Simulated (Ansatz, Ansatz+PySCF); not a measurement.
```xyz
5

Si    0.0000    0.0000    0.0000
H     0.9308    0.9308    0.9308
H     0.9308   -0.9308   -0.9308
H    -0.9308    0.9308   -0.9308
H    -0.9308   -0.9308    0.9308
```

RHF on singlet SiH₄ was run in several spherical basis sets with Ansatz (development build ahead of 0.2.0).

(1) Rank the basis sets by the total energy that they give, lowest first, with the distance from the lowest.
A. cc-pVTZ
B. 6-31G(d)
C. cc-pVDZ
D. def2-SVP
E. def2-TZVP

Results:

(1) A (0.00 eV), E (0.10 eV), C (0.41 eV), B (1.05 eV), D (2.89 eV).

Totals follow the description of the cores as much as that of the bonds, so this order isn't one of quality for chemistry.
